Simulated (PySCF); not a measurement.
Process, species as SMILES: N#N (N2) + 3 [H][H] (H2) → 2 N (NH3)
B3LYP-D3(BJ)/def2-TZVP geometries, fixed; electronic energies without zero-point terms.
Largest species:
```xyz
4

N      0.0022    -0.0038     0.1116
H     -0.0020     0.9512    -0.2281
H      0.8095    -0.4644    -0.2929
H     -0.8232    -0.4600    -0.2599
```
Charge 0, spin multiplicity 1.

Basis-set convergence of the energy of full hydrogenation at PBE with PySCF. All functions are spherical. Density fitting with generated auxiliary sets. No added dispersion term, no relativity. Functions are those of the species that has most. Reference: the value in aug-pcseg-3, -46.75 kcal/mol, itself unsure by roughly 0.15 kcal/mol (its mean distance from aug-cc-pVQZ, cc-pV5Z, def2-QZVPPD). Deviations are taken from unrounded values.

```
basis            functions
---------------  ---------
def2-SVP                29
aug-cc-pVDZ             50
aug-pcseg-1             50
def2-TZVP               62
def2-TZVPP              73
jun-cc-pV(T+d)Z         81
aug-cc-pVTZ            115
aug-pcseg-2            115
def2-QZVPP             147
aug-cc-pVQZ            218
aug-pcseg-3            232
```

### Question
Which is the smallest set listed that can be trusted to 4 kcal/mol here, that is, within that of the reference together with its larger relatives (same family, alike in diffuse functions; a set with none to test it counts only in the reference's own line)?

### Answer
The smallest set listed that lies within 4 kcal/mol of the reference with all its larger relatives (same family, alike in diffuse functions; a set with none counts only in the reference's own line) is aug-pcseg-1 (50 functions, -1.67 kcal/mol off). Value minus reference: def2-SVP 6.58, aug-cc-pVDZ -5.97, aug-pcseg-1 -1.67, def2-TZVP 5.00, def2-TZVPP 2.04, jun-cc-pV(T+d)Z -0.21, aug-cc-pVTZ -0.33, aug-pcseg-2 -0.70, def2-QZVPP 0.29, aug-cc-pVQZ -0.16, aug-pcseg-3 0.00 kcal/mol.
